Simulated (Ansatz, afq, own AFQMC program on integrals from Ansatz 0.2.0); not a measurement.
CHAl, singlet → CHAl⁺, doublet

```json
{"atom": "Al", "x (Å)": "0.0000", "y (Å)": "0.0000", "z (Å)": "0.1108"}
{"atom": "C", "x (Å)": "0.0000", "y (Å)": "0.0000", "z (Å)": "-1.8127"}
{"atom": "H", "x (Å)": "0.0000", "y (Å)": "0.0000", "z (Å)": "1.7019"}
```

Connectivity, by distances: AlH–C.

E(doublet, charge +1) − E(singlet, charge +0) at this geometry, on RHF and ROHF determinants.

Basis 6-31G. Only valence electrons are correlated. AFQMC by an in-house program on the Cholesky factors that Ansatz 0.2.0 writes for its CCSD(T) run. The CISD trial takes its coefficients from CCSD amplitudes. Released means that phaseless walkers are propagated on without the constraint, phases kept. ± is one standard error of the sampling. The errors of all members are added in quadrature.

Full CI is exact in this basis; where marked, its frozen core comes from its own orbitals, which moves totals by up to a few meV.

Errors are counted within 6-31G, not against nature.

Cautions: CHAl (singlet): higher spins were not checked, restricted determinant unstable towards unrestricted (UHF 945 meV lower, ⟨S²⟩ 1.00), strong correlation (T1 0.031, weight of the determinant 0.85, largest double 0.18), the CCSDTQ amplitudes may be one of several solutions (largest double 0.74), the released energies are still falling, so no released level is given (meV from the phaseless value at times in 1/Eh: 0 ± 13 at 0.24, -1 ± 12 at 0.51, -23 ± 15 at 0.99, -27 ± 20 at 1.62, -71 ± 19 at 2.40), the determinant fills πx and πy unequally, so it mixes two states of the linear molecule, and each level undoes that mixture to a different degree, while full CI gives the lower state, and by Hund's rule a triplet of that filling probably lies lower still, CCSDTQ on the UHF determinant differs (783 meV lower), perhaps since the unrestricted series falls towards higher spin, its ph-AFQMC/CISD value lies 98 ± 9 meV above full CI; CHAl⁺ (doublet): a spin-contaminated unrestricted determinant lies lower (UHF 622 meV lower, ⟨S²⟩ 1.55), full CI with its own frozen core, a state of higher spin lies lower; this isn't the first ionization.

```
level  vertical ionization energy (eV)
 CCSD                            7.196
   HF                            6.095
```

From these cheaper values, estimate the vertical ionization energy at the reference level in 6-31G.

7.378 eV (full CI in 6-31G).

```json
{"level": "MP2", "vertical ionization energy (eV)": "7.281", "error against FCI (eV)": "-0.096"}
{"level": "CCSD(T)", "vertical ionization energy (eV)": "7.296", "error against FCI (eV)": "-0.082"}
{"level": "CCSDT", "vertical ionization energy (eV)": "7.306", "error against FCI (eV)": "-0.072"}
{"level": "CCSDT(Q)", "vertical ionization energy (eV)": "7.345", "error against FCI (eV)": "-0.033"}
{"level": "CCSDTQ", "vertical ionization energy (eV)": "7.372", "error against FCI (eV)": "-0.005"}
{"level": "ph-AFQMC/CISD", "vertical ionization energy (eV)": "7.292 ± 0.011", "error against FCI (eV)": "-0.086 ± 0.011"}
```

Correlation beyond CCSD(T) adds 0.082 eV. The perturbative (T) step is worth +0.101 eV. Where a determinant mixes two states, these steps and errors hold in part the undoing of that mixture, and only full CI is sure.

CCSDT and higher add their correlation energy to the determinant of the CCSD(T) run, since their own runs factorise the integrals more tightly (a shift of under 2 meV).
